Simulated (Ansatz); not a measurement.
# C2HNO2: one species, many methods

One table from this session's results is given with a row withheld; the runs are named, their logs left out.

Computed with Ansatz 0.2.0, Gaussian basis. Level: functionals in def2-TZVPP, the program's frozen cores in correlated methods.

Plan: LDA (SPW92), PBE-D4, revPBE-D4, BLYP-D4, r2SCAN-D4, B97M-V, PBE0-D4, B3LYP-D4, r2SCANh-D4, r2SCAN0-D4, HSE06-D4, BHLYP-D4, CAM-B3LYP-D4, LC-ωPBE, ωB97X-V, ωB97M-V, B2PLYP, PBE-QIDH; CCSD(T)/def2-SVP; CCSD(T)/def2-TZVPP; MP2/def2-QZVPP; extrapolation to the limit; RPA on PBE.

## Structure used throughout

All runs share one geometry, relaxed beforehand with PBE0-D4 in a triple-zeta def2 set.

SMILES `N#COC=O`, 6 atoms, charge 0, spin multiplicity 1.

Atoms are counted from 1 here; the program's logs count them from 0.

Bond lengths: N1–C2 1.151 Å, C2–O3 1.298 Å, O3–C4 1.398 Å, C4–O5 1.175 Å, C4–H6 1.094 Å. Angles: N1–C2–O3 176.6°, C2–O3–C4 117.2°, O3–C4–O5 124.4°, O3–C4–H6 106.8°, O5–C4–H6 128.9°.

The first run:

in.yaml reads:

```yaml
crystal:
  periodic: [false, false, false]
  atoms:
    - {symbol: N, position_ang: [1.545559, -1.763287, 0.432201]}
    - {symbol: C, position_ang: [0.730781, -0.958539, 0.543472]}
    - {symbol: O, position_ang: [-0.194466, -0.071267, 0.743921]}
    - {symbol: C, position_ang: [-0.574173, 0.713953, -0.348374]}
    - {symbol: O, position_ang: [-0.111840, 0.620671, -1.424874]}
    - {symbol: H, position_ang: [-1.353762, 1.394469, 0.007454]}
basis:
  gaussian: {orbitals: def2-TZVPP}
hamiltonian: {xc: lda}
output: {orbitals: {seedname: orbitals}}
```

Among the steps run: LDA; PBE-D4 (GGA); revPBE-D4 (GGA); BLYP-D4 (GGA); r2SCAN-D4 (meta-GGA); B97M-V (meta-GGA); PBE0-D4 (hybrid); B3LYP-D4 (hybrid); r2SCANh-D4 (hybrid); r2SCAN0-D4 (hybrid); HSE06-D4 (hybrid); BHLYP-D4 (hybrid); CAM-B3LYP-D4 (range-separated); LC-ωPBE (range-separated); ωB97X-V (range-separated); ωB97M-V (range-separated); B2PLYP (double hybrid); PBE-QIDH (double hybrid).

One of the session's tables, all rows but one given; the rest of the session is left out.

It belongs to the step «Orbital energies across the functionals». 

| functional | HOMO (eV) | LUMO (eV) | gap (eV) |
| --- | --- | --- | --- |
| LDA (SPW92) | -8.38 | -3.18 | 5.21 |
| PBE-D4 | -8.13 | -2.87 | 5.26 |
| revPBE-D4 | -8.04 | -2.76 | 5.28 |
| BLYP-D4 | -7.99 | -2.77 | 5.22 |
| r2SCAN-D4 | -8.41 | -2.65 | 5.75 |
| B97M-V | -8.39 | -2.51 | 5.88 |
| PBE0-D4 | ? | ? | ? |
| B3LYP-D4 | -9.26 | -2.03 | 7.24 |
| r2SCANh-D4 | -8.93 | -2.23 | 6.70 |
| r2SCAN0-D4 | -9.71 | -1.59 | 8.12 |
| HSE06-D4 | -9.10 | -2.12 | 6.99 |
| BHLYP-D4 | -10.79 | -0.49 | 10.31 |
| CAM-B3LYP-D4 | -10.94 | -0.53 | 10.41 |
| LC-ωPBE | -12.33 | 0.78 | 13.12 |
| ωB97X-V | -11.91 | 0.72 | 12.62 |
| ωB97M-V | -11.80 | 0.64 | 12.43 |

**Question.** Estimate the row for PBE0-D4.

**Answer.** HOMO (eV): -9.51; LUMO (eV): -1.73; gap (eV): 7.78. In the column «HOMO (eV)» it lies between r2SCAN0-D4 (-9.71) and B3LYP-D4 (-9.26).
